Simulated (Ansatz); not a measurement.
# Phonon frequency of some halides

Method: r²SCAN in Ansatz (plane waves, PAW). References are measured values corrected to a static lattice or taken at low temperature (these still hold zero-point motion).

Values in cm⁻¹.

| solid | reference | r²SCAN | error (%) |
|---|---|---|---|
| zinc-blende CuI (L LA) | 103† | 107 | +3.9 |
| zinc-blende CuI (X TA) | 49† | 50 | +2.0 |
| zinc-blende CuI (L LO) | 145† | 142 | -2.1 |
| zinc-blende CuI (L TA) | 45† | 37 | -17.8 |
| zinc-blende CuI (L TO) | 135† | 136 | +0.7 |
| zinc-blende CuI (X LO) | 144† | 130 | -9.7 |
| zinc-blende CuI (X TO) | 141† | 142 | +0.7 |
| zinc-blende CuI (X LA) | 124† | 123 | -0.8 |

Over these 8 values the mean error is -2.9 %, the mean absolute error 4.7 % (median 2.1 %), and the worst case zinc-blende CuI (L TA) at -17.8 % (its reference is marked and can be at fault); the value is too high in 4 of 8 cases.

All these references are low-temperature values that still hold zero-point motion.

Spin–orbit coupling is left out, also for the solids with elements from indium on (zinc-blende CuI); its size isn't shown.

† marks references with one source in our tables, § those from which another value on file, of any temperature, differs by over 15 %.

Differences are worked out from the printed values.

Each level is taken at its own relaxed cell. Ansatz's density-functional and Hartree–Fock values are scalar-relativistic unless marked +SOC, with PAW data made under PBE.

Ansatz's runs of these crystals have no spin polarisation.

Of the class's solids with a reference value and a result at some level, none was set aside. Values held back for tests aren't counted. Layered and molecular crystals are counted apart.

References as tabulated in arXiv:2305.18931.

Ansatz is a program for electronic structure.
